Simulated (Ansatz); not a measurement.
**What a trial cell of SrTa₃ relaxes into**

Theory: DFT PBE, scalar-relativistic, plane waves, PAW (Ansatz 0.2.0). Cutoff 420 eV, Γ-centred k mesh, Gaussian smearing, no spin polarisation in the final step.

The start puts SrTa₃ on the Cu3Au (L1_2) structure type (Pm-3m, No. 221), with Sr in place of Au, Ta in place of Cu, at a guessed volume.

```
Sr Ta
1.0
     4.32228    0.00000    0.00000
     0.00000    4.32228    0.00000
     0.00000    0.00000    4.32228
Sr Ta
1 3
Cartesian
  0.0000 0.0000 0.0000
  0.0000 2.1611 2.1611
  2.1611 0.0000 2.1611
  2.1611 2.1611 0.0000
```

Steps on the 4×4×4 mesh (4 atoms). 5 of 5 steps are shown, and the free energy counts from the last. Trial steps that were taken back and renewals of the plane-wave basis can be among the rows.

| step | ΔF (meV/atom) | V (Å³/atom) | P (GPa) |
| --- | --- | --- | --- |
| 1 | 45.6 | 20.19 | 9.63 |
| 2 | 32.5 | 23.29 | -6.42 |
| 3 | 0.9 | 21.94 | -0.75 |
| 4 | 0.5 | 21.77 | 0.08 |
| 5 | 0.0 | 21.77 | 0.10 |

A final relaxation ran on a 10×10×10 mesh. The relaxed crystal, Pm-3m (No. 221):

```
Sr Ta
1.0
     4.42853    0.00000    0.00000
     0.00000    4.42853    0.00000
     0.00000    0.00000    4.42853
Sr Ta
1 3
Direct
  0.00000 0.00000 0.00000
  0.00000 0.50000 0.50000
  0.50000 0.00000 0.50000
  0.50000 0.50000 0.00000
```

```
Volume per atom          : 21.71 Å³
Density                  : 12.05 g/cm³
Energy over the elements : 1.17 eV/atom
Gap on the 10×10×10 mesh : 0 eV (a metal)
```

Formation energies are uncorrected and refer to the elements' standard structures at the same level.

The final run used a 10×10×10 mesh on its 4-atom cell and 0.10 eV smearing. The k mesh leaves about 4 meV/atom of noise in metals. Spin–orbit coupling is left out.

A structure relaxed within its symmetry needn't be a true minimum.

Cost: 3 runs of about 0.65 core-minutes in all, on Arm Neoverse V2 (shared hosts).